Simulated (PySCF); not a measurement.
# H7OSi: the cost of one run

Programs: PySCF 2.14.0. All values are calculated, for the isolated system unless a continuum is named. Atoms count from 0, parts from 1.

## 1. The system as given

9 atoms, charge 1, multiplicity 1; geometry: GFN2-xTB. Parts: 1 = atoms 0–4, `[SiH4]`, charge 0; 2 = atoms 5–8, `[OH3+]`, charge 1.

## 2. Relaxing the molecule at PBE0-D3(BJ)/def2-SVPD

Job settings and geometry (Å):

```
{"job": {"xc": "PBE0", "basis": "def2-SVPD", "d3": "d3bj", "grid": 2, "kind": "geom", "shake": 0.01}, "charge": 1, "multiplicity": 1, "parts": [{"atoms": "0-4", "charge": 0, "multiplicity": 1}, {"atoms": "5-8", "charge": 1, "multiplicity": 1}]}
Si    -0.167512     0.053595    -0.206760
H     -0.865486     0.873896     0.801511
H      1.353974    -0.105982     0.590057
H     -0.539569    -1.318021    -0.320588
H      0.252824     0.745079    -1.431916
O      3.605482    -0.316144     1.422595
H      3.918662     0.434158     1.946291
H      2.299408    -0.187872     0.985909
H      3.762777    -1.129122     1.943104
```

Started as:

```sh
OMP_NUM_THREADS=1 python cluster_run.py task.json out
```

One launch serves the whole session: the jobs run in the order shown.

**Question.** How long does this first job take on 1 thread of Arm Neoverse N1, shared host, and how much memory does it need?

About 57 s, with a peak of 0.46 GiB.
